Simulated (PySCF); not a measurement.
Spectrum to structure. Method used: PySCF 2.14.0, density-fitted response routines, TDDFT CAM-B3LYP/def2-SVPD, vertical, gas phase, core orbitals frozen in the response. Geometries: PBE0-D3(BJ)/def2-SVP, one conformer each.

```csv
state,E (eV),λ (nm),f
S1,5.49,226.0,0.014
S2,5.57,222.8,0.255
S3,5.70,217.7,0.0011
S4,6.85,181.0,0.0001
S5,7.35,168.7,0.650
S6,7.47,166.0,0.017
S7,7.78,159.4,0.0059
S8,7.89,157.2,0.0069
S9,8.15,152.2,0.0025
S10,8.27,149.9,0.030
```

Orbital energies (eV): HOMO-3 -12.14, HOMO-2 -11.08, HOMO-1 -9.63, HOMO -8.37, LUMO 0.03, LUMO+1 0.94, LUMO+2 1.65.

Question: Which structure fits? All have the formula C5H5F.
A. `CC(F)=C1C=C1`
B. `FC1=CCC=C1`
C. `C=CC#CCF`

Answer: C. Its S1, at 5.49 eV, is the highest among the candidates; the nearest of the others has S1 at 5.22 eV. S1 is HOMO→LUMO+1 (57%), HOMO→LUMO+2 (14%), HOMO-1→LUMO (14%). Löwdin shares by element: HOMO carbon 86% or more; LUMO carbon 81% or more (atoms not listed hold the other 19%). At the same level the other candidates give, for their lowest levels:
- `FC1=CCC=C1`: 5.22 eV (f 0.088); 6.47 eV (f 0.000); 6.85 eV (f 0.011); 6.97 eV (f 0.040); 7.22 eV (f 0.028); T1 3.16 eV; HOMO -7.85, LUMO 0.40 eV
- `CC(F)=C1C=C1`: 4.08 eV (f 0.014); 5.49 eV (f 0.000); 6.03 eV (f 0.001); 6.19 eV (f 0.006); 6.72 eV (f 0.000); T1 3.05 eV; HOMO -6.96, LUMO 0.44 eV
Triplets come from the Tamm–Dancoff approximation.
